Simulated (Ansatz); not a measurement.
# CH8AlN: the cost of one run

The runs use Ansatz 0.2.0, Gaussian basis; PBE0-D4/def2-SVP.

22 further runs of the same task are left out: 22 set aside as unsound or not needed.

### 1 Starting geometry

The first end: 11 atoms, charge 0, spin multiplicity 1.

Atoms are counted from 1 here; the program's logs count them from 0.

Bond lengths: Al1–C2 1.974 Å, Al1–H3 1.608 Å, Al1–H4 1.608 Å, Al1–N6 2.066 Å, C2–H7 1.096 Å, C2–H8 1.095 Å, C2–H9 1.096 Å, H5–N6 1.015 Å, N6–H10 1.015 Å, N6–H11 1.015 Å. Angles: C2–Al1–H3 117.8°, C2–Al1–H4 117.8°, C2–Al1–N6 101.6°, H3–Al1–H4 116.6°, H3–Al1–N6 98.3°, H4–Al1–N6 98.3°, Al1–C2–H7 112.7°, Al1–C2–H8 110.7°, Al1–C2–H9 112.7°, H7–C2–H8 106.3°, H7–C2–H9 107.6°, H8–C2–H9 106.3°, Al1–N6–H5 111.5°, Al1–N6–H10 110.1°, Al1–N6–H11 111.5°, H5–N6–H10 107.8°, H5–N6–H11 108.0°, H10–N6–H11 107.8°.

Coordinates:

```xyz
11
CH8AlN
Al   -0.5984   -0.6637   -0.2185
C     1.1447   -0.9718    0.6559
H    -0.7393   -1.0605   -1.7702
H    -1.9231   -0.7998    0.6825
H     0.1817    1.7033   -1.0084
N    -0.5956    1.3910   -0.4356
H     1.2252   -0.4715    1.6276
H     1.2997   -2.0393    0.8458
H     1.9906   -0.6421    0.0424
H    -1.4538    1.6949   -0.8840
H    -0.5317    1.8593    0.4625
```

The second end:

```
Al   -1.3612   -0.2410   -0.3710
C     1.6255   -0.6907    0.6216
H    -1.0779   -1.2096   -1.5917
H    -1.7782   -0.7333    1.0750
H     1.2175    0.2714    0.3018
N    -1.3168    1.5019   -0.6719
H     1.6609   -0.7226    1.7095
H     1.0140   -1.5186    0.2567
H     2.6293   -0.7960    0.2110
H    -1.0987    1.9284   -1.5577
H    -1.5144    2.2100    0.0165
```

### 2 The band at PBE0-D4/def2-SVP

Contents of neb/in.yaml:

```yaml
crystal:
  periodic: [false, false, false]
  atoms:
    - {symbol: Al, position_ang: [-0.598389, -0.663699, -0.218506]}
    - {symbol: C, position_ang: [1.144659, -0.971754, 0.655936]}
    - {symbol: H, position_ang: [-0.739335, -1.060479, -1.770206]}
    - {symbol: H, position_ang: [-1.923057, -0.799782, 0.682490]}
    - {symbol: H, position_ang: [0.181694, 1.703274, -1.008445]}
    - {symbol: N, position_ang: [-0.595626, 1.391037, -0.435562]}
    - {symbol: H, position_ang: [1.225249, -0.471503, 1.627564]}
    - {symbol: H, position_ang: [1.299698, -2.039321, 0.845759]}
    - {symbol: H, position_ang: [1.990621, -0.642094, 0.042373]}
    - {symbol: H, position_ang: [-1.453821, 1.694903, -0.884009]}
    - {symbol: H, position_ang: [-0.531695, 1.859317, 0.462509]}
basis:
  gaussian: {orbitals: def2-SVP}
hamiltonian: {xc: pbe0, dispersion: d4}
neb:
  images: 5
  climbing: true
  max_iterations: 40
  initial_path: idpp
  final_atoms:
    - {symbol: Al, position_ang: [-1.361231, -0.241042, -0.370983]}
    - {symbol: C, position_ang: [1.625526, -0.690664, 0.621632]}
    - {symbol: H, position_ang: [-1.077862, -1.209617, -1.591682]}
    - {symbol: H, position_ang: [-1.778240, -0.733293, 1.074963]}
    - {symbol: H, position_ang: [1.217538, 0.271406, 0.301834]}
    - {symbol: N, position_ang: [-1.316849, 1.501933, -0.671869]}
    - {symbol: H, position_ang: [1.660943, -0.722603, 1.709474]}
    - {symbol: H, position_ang: [1.013986, -1.518634, 0.256749]}
    - {symbol: H, position_ang: [2.629274, -0.795983, 0.210993]}
    - {symbol: H, position_ang: [-1.098726, 1.928413, -1.557693]}
    - {symbol: H, position_ang: [-1.514358, 2.209983, 0.016482]}
```

Command:

```
ansatz run in.yaml --threads 2 --pin off --events-out ev --progress --plain --max-ram 4352MiB
```

**Question.** How long does this run take on 2 threads of Intel Xeon 6975P-C, shared host?

About 1.8 min.
